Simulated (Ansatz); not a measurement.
HBSi, singlet in 6-31G: errors against full CI

Geometry: displaced at random from a stationary point.

```xyz
3

Si    0.0844    0.0052    1.6538
B    -0.0805    0.0136   -0.2298
H    -0.0039   -0.0188   -1.4239
```

Basis 6-31G; Ansatz 0.2.0. Correlated methods freeze the noble-gas cores, which leaves 8 electrons in 18 orbitals. Prefix R: restricted or restricted open-shell reference. Active spaces: valence = (8e, 9o) chosen from the atoms' valence shells.

Full CI is exact within this basis and frozen core; it isn't the basis-set limit.

```
UHF ⟨S²⟩                          : 1.003
T1 diagnostic (RCCSD)             : 0.0183
largest doubles amplitude (RCCSD) : 0.191
```

From what is known of these methods and the diagnostics, rank them by the size of their error in total energy against full CI in 6-31G, smallest first (an estimate: the text doesn't fix the numbers).
A. RHF
B. MRCISD (valence space)
C. RCCSD(T)
D. MRCISD+Q (valence space)
E. NEVPT2 (valence space)

D (0.07 kcal/mol), B (0.46 kcal/mol), C (2.46 kcal/mol), E (5.43 kcal/mol), A (76.11 kcal/mol).

All errors are against full CI in 6-31G. Within each family the higher level lies nearer, as is usual though not guaranteed.

The full-CI state has the irrep A' of Cs, in the program's axes.

Its occupations show that no single determinant describes this state well.

Natural occupations of full CI about the gap: 1.968 1.966 1.935 0.984 0.926 0.069 0.067 0.035 0.019 0.008; effectively unpaired electrons, Σ n²(2−n)², 2.05.
